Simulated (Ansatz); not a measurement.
CaB6-type LaB6, treated with LDA (plane waves, PAW; Ansatz, an electronic-structure program).

Numerical settings: plane-wave cutoff 520 eV, 16×16×16 k mesh, Fermi–Dirac smearing 0.089 eV (set by the program), scalar-relativistic PAW data made under PBE.

Computed at the level's own relaxed cell.

Elastic tensor (GPa, Voigt notation, ions relaxed):

```
  509.2    28.4    28.4     0.0     0.0     0.0
   28.4   509.2    28.4     0.0     0.0     0.0
   28.4    28.4   509.2     0.0     0.0     0.0
    0.0     0.0     0.0    97.4     0.0     0.0
    0.0     0.0     0.0     0.0    97.4     0.0
    0.0     0.0     0.0     0.0     0.0    97.4
```

Task: Work out the Voigt, Reuss and Hill averages of the bulk and shear moduli, Young's modulus and Poisson's ratio from the printed constants.

Result: K_V = [C11 + C22 + C33 + 2(C12 + C13 + C23)]/9 = [1527.6 + 2 × 85.2]/9 = 188.7 GPa. G_V = [1527.6 − 85.2 + 3 × 292.2]/15 = 154.6 GPa. From the compliances S = C⁻¹, K_R = 188.7 and G_R = 127.8 GPa. Hill means: K = 188.7, G = 141.2 GPa. E = 9KG/(3K + G) = 339 GPa, ν = (3K − 2G)/(6K + 2G) = 0.20, K/G = 1.34.

Measured, for comparison: elastic constant C11 477 ± 26 GPa, elastic constant C44 90 ± 5 GPa (temperature not stated, not corrected to a static lattice; as tabulated in Z. Phys. B, doi 10.1007/BF01469434 (note on Brillouin scattering of LaB6)). Computed (rounded) less measured: elastic constant C11 +7 %, elastic constant C44 +8 %. A static lattice is as a rule a little smaller and stiffer than an uncorrected measurement, which narrows the difference in the elastic constant C11, elastic constant C44 and would widen misses of the other sign.
